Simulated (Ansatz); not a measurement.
Rock-salt TiC was calculated with r²SCAN in Ansatz (PAW).

Numerical settings: plane-wave cutoff 560 eV, 22×22×22 k mesh, Fermi–Dirac smearing 0.05 eV, no spin polarisation, scalar-relativistic PAW data made under PBE.

Cell (relaxed at this level):

TiC is taken in the cubic space group Fm-3m (No. 225), the rock salt structure, Pearson symbol cF8. Cell: a = b = c = 4.328 Å, α = β = γ = 90.00°. Ti on 4a sees 6 C at 2.164 Å and 12 Ti at 3.060 Å. C on 4b is surrounded by 6 Ti at 2.164 Å (octahedral). (Neighbours: up to the widest gap in distance over summed covalent radii, below 1.35, at either atom; cation-cation and far metal-metal contacts left out.)
(The calculation used a cell of 2 atoms; values per cell refer to that cell.)

Problem. What does this level give for the bulk modulus B0 and pressure derivative B′ of the bulk modulus?

Solution. 
- bulk modulus B0: 262 GPa
- pressure derivative B′ of the bulk modulus: 4.0

The run finds no gap.

Measured, for comparison: bulk modulus 240 GPa (temperature not stated, not corrected to a static lattice, our sources range from 235 to 268; as tabulated in Krasnenko and Brik (2013), arXiv:1306.3139). Computed (rounded) less measured: bulk modulus not scored (sources differ).

Cost on a shared machine: roughly 110 core-seconds.

Ansatz is a first-principles code.
